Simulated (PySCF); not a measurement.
# Continuum solvent and chemical shifts

Numbering as in the mapped SMILES `[CH3:1][C:2](=[O:3])[CH:4]([CH3:5])[CH3:6]`; H(Xn) means a hydrogen on atom n.

GIAO PBE0/pcSseg-1 in PySCF 2.14.0 with density-fitted response routines on one PBE0-D3(BJ)/def2-SVP conformer, non-relativistic, equivalent nuclei averaged. Solvents enter as an IEF-PCM continuum (cyclohexane with ε = 2.0, benzene with ε = 2.3, chloroform with ε = 4.7) around the gas-phase geometry. Shifts are referred to TMS computed in the same medium.

In cyclohexane, δ in ppm: C2 218.9, C4 42.6, C1 30.5, C5/C6 20.0, H(C4) 2.33, H(C1) 2.17, H(C5)/H(C6) 1.02. Dipole moment 3.19 D.

Task: How does each δ change in the more polar media?

Result: 
| atoms | environment | Δδ, benzene | Δδ, chloroform |
| --- | --- | --- | --- |
| C2 | ketone carbonyl carbon | +0.5 | +3.0 |
| C4 | sp3 CH α to a carbonyl | +0.1 | +0.4 |
| C1 | methyl carbon α to a carbonyl | +0.1 | +0.7 |
| C5/C6 | methyl carbon | 0.0 | +0.1 |
| H(C4) | hydrogen on an sp3 CH α to a carbonyl | +0.02 | +0.11 |
| H(C1) | hydrogen on a methyl carbon α to a carbonyl | +0.01 | +0.06 |
| H(C5)/H(C6) | hydrogen on a methyl carbon | 0.00 | 0.00 |

Changes are relative to cyclohexane. The dipole moment becomes 3.25 D in benzene, 3.52 D in chloroform.

Task: Which nuclei move most (in ppm), and what does the model miss?

Result: C2 (ketone carbonyl carbon, +3.0 ppm) in chloroform. A continuum only polarises the solute; specific hydrogen bonds, the anisotropy of aromatic solvents and changes of geometry or conformer are outside it.
